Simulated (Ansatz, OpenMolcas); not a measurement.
## OpenMolcas → Ansatz

OpenMolcas 26.06 runs this on SiH3F (SMILES F[SiH3]):

calc.inp:
```
* FH3Si Kohn-Sham DFT
&GATEWAY
BASLIB = $CurrDir
COORD
5
bohr
F     -1.63178607     0.63513317     4.29154157
Si     0.85868399     0.29101404     2.61214197
H     -0.69504127    -0.36396125    -2.72819761
H      2.22930235    -1.97401169     3.52355688
H      2.44076270     2.58268492     2.90334876
BASIS = STO-3G
GROUP = NoSym
&SEWARD
GRIDINPUT
Grid=UltraFine
End of Grid
&SCF
KSDFT = PBE
THRESHOLDS = 1e-10 1e-07 1e-07 1e-05
PRORBITALS = 1 1
```

```bash
$ export MOLCAS_MEM=1860
$ pymolcas calc.inp > calc.log
```

(Basis files named in the input come from the Basis Set Exchange and aren't shown.)

The Si2–H3 distance was set to 2.964 Å, away from the relaxed value.

A bond is far stretched, where a restricted reference may be unsound.

It gives a total energy of -385.858075 Eh.

Q: Write the same calculation for Ansatz 0.2.0 as an input file of the program's own.

A: This input was run:

in.yaml:
```yaml
crystal:
  periodic: [false, false, false]
  atoms:
    - {symbol: F, position_ang: [-0.863504, 0.336098, 2.270986]}
    - {symbol: Si, position_ang: [0.454396, 0.153998, 1.382286]}
    - {symbol: H, position_ang: [-0.367800, -0.192600, -1.443700]}
    - {symbol: H, position_ang: [1.179696, -1.044602, 1.864586]}
    - {symbol: H, position_ang: [1.291596, 1.366698, 1.536386]}
basis:
  gaussian:
    orbitals: STO-3G
hamiltonian:
  xc: pbe
accuracy: high
```

```bash
$ ansatz run in.yaml --threads 1 --pin off --max-ram 2610MiB --events-out events.jsonl --progress --plain --runs-dir runs
```

Its energy is -385.858075 Eh, 0.000 mEh from the first.
